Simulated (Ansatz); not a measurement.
System: NH, charge 0, triplet. NH (SMILES [NH], triplet).
B3LYP-D3(BJ)/def2-TZVP minimum from Ansatz (a quantum-chemistry and plane-wave program):
```
N
H 1 1.0419
```
Charge 0, spin multiplicity 3.

Hartree-Fock and CCSD(T) correlation energies in hartree (Ansatz). UHF or UKS for unpaired electrons; spin-orbit terms are left out. Cores are frozen in correlated methods. No relativity.

| basis | X | E(HF) | E(corr, CCSD(T)) |
|---|---|---|---|
| cc-pVTZ | 3 | -54.98107 | -0.15961 |
| cc-pVQZ | 4 | -54.98497 | -0.16959 |
| cc-pV5Z | 5 | -54.98601 | withheld |

### Question
Fit E(corr) = E∞ + A/X³ to X = 3 and 4, predict X = 5, and compare with the run.

### Answer
A = (-0.15961 - (-0.16959))/(1/27 - 1/64) = 0.4661; E∞ = -0.16959 - A/64 = -0.17687; at X = 5, E∞ + A/125 = -0.17314. The run gave -0.17294, 0.20 mEh above the prediction. The same form on X = 4 and 5 gives E∞ = -0.17645, 0.42 mEh above the first estimate.
